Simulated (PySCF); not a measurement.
Calculation: ωB97X-D3(BJ)/def2-TZVP // PBE0-D3(BJ)/def2-TZVP run with PySCF. All species are isolated molecules in the gas phase. 

Reference species (SMILES): `C=[SiH]` (neutral, multiplicity 2).

```yaml
dipole_moment: 0.79 D
```

Changed species: `C#[C]` (radical fragment; the reference has radical fragment).

### Question
Predict the effect on the dipole moment.

### Answer
the dipole moment is nearly the same.
